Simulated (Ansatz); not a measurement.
HGeBr⁺, doublet: reading a ladder of total energies

Geometry: that of the HGeBr, singlet, kept fixed.

```xyz
3

Ge    0.0000   -0.0382    1.2160
Br    0.0000    0.0151   -1.1224
H     0.0000    1.5551    1.3441
```

Basis cc-pVDZ; Ansatz 0.2.0. Only valence electrons are correlated (noble-gas cores and the filled d shells of p-block atoms frozen), which leaves 11 electrons in 31 orbitals. R marks a restricted (for open shells ROHF) determinant, U an unrestricted one. No spin–orbit coupling is included, and no scalar relativity.

Full CI isn't at hand for all of this; UCCSDTQ serves as the reference, and is uncertain by about the last step of the cluster series.

Runs differ by some tens of microhartree through their thresholds and, for an open shell, their frozen cores, so steps under 0.03 kcal/mol mean nothing.

```tsv
level	total energy (hartree)
UHF	-4647.998170
UMP2	-4648.172326
UCCSD	-4648.199397
UCCSD(T)	-4648.207099
UCCSDT	-4648.208580
UCCSDT(Q)	-4648.209461
UCCSDTQ	-4648.209177
```

Task: What is the correlation energy at UCCSDTQ, and what share of it do UMP2 and UCCSD recover?

Result: E(corr) = -4648.209177 − (-4647.998170) = -0.211007 hartree = -5.742 eV. UMP2: -0.174156 / -0.211007 = 82.54 %. UCCSD: -0.201227 / -0.211007 = 95.37 %.

Task: By how many kcal/mol does UCCSD(T) miss UCCSDTQ (1 hartree = 627.509 kcal/mol), and which steps make up the rest?

Result: -4648.207099 − (-4648.209177) = 0.002078 hartree = 1.30 kcal/mol. Steps: UCCSDT − UCCSD(T) = -0.93, UCCSDT(Q) − UCCSDT = -0.55, UCCSDTQ − UCCSDT(Q) = 0.18 kcal/mol. Differences between like states or geometries often cancel part of this.
